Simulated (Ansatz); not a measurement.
# A basis-limit estimate, worked out

An elementary step of Si$_{2}$H$_{7}$F, singlet (Si₂H₅F ([F][SiH2][SiH3]) + H₂ → Si₂H₆ ([SiH3][SiH3]) + HF; bonds formed: Si1–H7, F2–H6; bonds broken: Si1–F2, H6–H7). “Start” is the structure reached by relaxing down from the saddle towards the reactants; PBE0-D4/def2-TZVP structures. The saddle:

Si1  (-0.080, -0.855, 0.199)
F2  (1.738, -0.509, -0.484)
H3  (-0.197, -2.020, -0.705)
H4  (-1.031, -1.175, 1.317)
Si5  (-0.688, 1.286, -0.511)
H6  (1.641, -0.862, 0.688)
H7  (1.076, -1.114, 1.417)
H8  (-0.101, 2.271, 0.436)
H9  (-0.188, 1.562, -1.881)
H10  (-2.169, 1.416, -0.476)
(Å)

Program: Ansatz 0.2.0. Basis: def2-TZVPP and def2-QZVPP. Cores are frozen in the correlated methods.

Energies in eV:

| quantity | saddle | start |
| --- | --- | --- |
| Hartree–Fock, triple zeta (X = 3) | -18540.47504 | -18543.70993 |
| Hartree–Fock, quadruple zeta (X = 4) | -18541.10789 | -18544.35811 |
| MP2 correlation, X = 3 | -15.30338 | -14.58521 |
| MP2 correlation, X = 4 | -16.54710 | -15.81080 |
| CCSD(T) correlation, X = 3 | -17.09185 | -16.39651 |

Q: Work out the barrier at the basis limit: extrapolate Hartree–Fock as E(X) = E∞ + A exp(−7.88 √X) and the MP2 correlation as E(X) = E∞ + B X^−2.97 (the exponents that Neese and Valeev fitted for def2-TZVPP and QZVPP), then add CCSD(T) − MP2 in triple zeta.

A: Each step is linear, so take the differences first (saddle − start): Hartree–Fock 3.23489 (X = 3) and 3.25022 (X = 4); MP2 correlation -0.71817 and -0.73630; CCSD(T) correlation -0.69534.
Two points give E∞ = E(4) + w [E(4) − E(3)], with w = 1/(exp(7.88 (2 − √3)) − 1) = 0.1377 for Hartree–Fock and w = 1/((4/3)^2.97 − 1) = 0.7407 for the correlation.
Hartree–Fock: 3.25022 + 0.1377 × 0.01533 = 3.2523 eV.
MP2 correlation: -0.73630 + 0.7407 × (-0.01813) = -0.7497 eV.
CCSD(T) − MP2: -0.69534 − (-0.71817) = 0.0228 eV.
Sum: 3.2523 + (-0.7497) + 0.0228 = 2.5254 eV, or 58.24 kcal/mol. Plain CCSD(T) in triple zeta gives 2.5396 eV, so the larger basis shifts the result by -0.0142 eV.

The T1 diagnostic stays at or below 0.015.

Labels in which every atom is bracketed show which atoms are joined, not bond orders.

For scale, one of the runs: CCSD(T)/def2-TZVPP, 213 basis functions, launched by `ansatz run in.yaml --threads 4 --pin off --events-out ev --progress --plain --max-ram 9574MiB`. Time: 39 s of wall clock on 4 CPU threads of an Arm Neoverse V1; the host was shared. Peak host memory: 2.9 GiB.
